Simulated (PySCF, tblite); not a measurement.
**A complex of PH2F and dimethyl sulfide**

A gas-phase complex of PH2F and dimethyl sulfide; neutral, singlet. The structure comes from a short search (6 tight-binding starts) and was relaxed by PBE0-D3(BJ)/def2-SVPD; another way of binding may lie lower. No frequency run checks that it is a minimum.

```tsv
part	name	SMILES	atoms	charge	multiplicity
1	PH2F	FP	1–4	0	1
2	dimethyl sulfide	CSC	5–13	0	1
```

```
atom  part   x (Å)   y (Å)   z (Å)
  F1     1   0.893   0.290  -0.679
  P2     1  -0.487   0.054   0.238
  H3     1   0.135  -0.793   1.207
  H4     1  -0.975  -1.047  -0.533
  C5     2  -2.354   0.521   3.044
  S6     2  -2.710  -0.689   1.758
  C7     2  -3.830   0.280   0.733
  H8     2  -1.882   1.412   2.603
  H9     2  -3.271   0.801   3.581
 H10     2  -1.655   0.055   3.749
 H11     2  -3.314   1.176   0.357
 H12     2  -4.122  -0.349  -0.118
 H13     2  -4.729   0.562   1.296
```

| contact | kind (by geometry) | distance (Å) | angle (°) |
| --- | --- | --- | --- |
| F1–P2···S6 | pnictogen bond | 2.794 | 173 |

Interaction energies are complex less parts, with the parts frozen as they stand in it; counterpoise-corrected, in kcal/mol (PySCF).

(1) How strongly do the parts interact, level by level?

(2) What holds them together? Decompose the wB97M-D3(BJ)/def2-SVPD energy: frozen parts, their antisymmetrised product, then relaxation.

The parts were also relaxed and run alone, at the levels used for the complex: shieldings by PBE0/pcSseg-1; core levels by delta-SCF with SCAN, pcX-2 on the ionised atom and pcseg-1 elsewhere, spin-free X2C (2p3/2 is the spin-free 2p value less a third of a first-order spin-orbit splitting).

(3) How do these values change when the complex forms?

Answers

(1) 
```
                 level  interaction  superposition error removed
wB97M-D3(BJ)/def2-SVPD        -7.21                        -1.72
 PBE0-D3(BJ)/def2-SVPD        -9.61                        -1.77
```

(2) electrostatic -23.7, Pauli repulsion +32.9, orbital relaxation -15.3, dispersion correction -2.9 kcal/mol, which sum to the value before the counterpoise correction; the Pauli term holds the exchange-correlation of the frozen density too. Of the attraction, 57 % is electrostatic, 37 % is orbital relaxation, 7 % is dispersion correction.

(3) 
| property | alone | in the complex | change |
| --- | --- | --- | --- |
| F1–P2 bond (Å) | 1.647 | 1.674 | +0.027 |
| shielding of P2 (ppm) | 209.2 | 297.3 | +88.0 |
| shielding of S6 (ppm) | 594.8 | 585.6 | -9.2 |
| shielding of F1 (ppm) | 516.9 | 402.5 | -114.4 |
| F1 1s core level (eV) | 692.59 | 690.83 | -1.76 |
| P2 2p3/2 core level (eV) | 138.76 | 137.24 | -1.52 |
| S6 2p3/2 core level (eV) | 169.15 | 169.74 | +0.59 |

The 4 runs behind this took 2.5 min in all, one thread each of Arm Neoverse V1 on a shared host, launched as `OMP_NUM_THREADS=1 python cluster_run.py task.json out`.
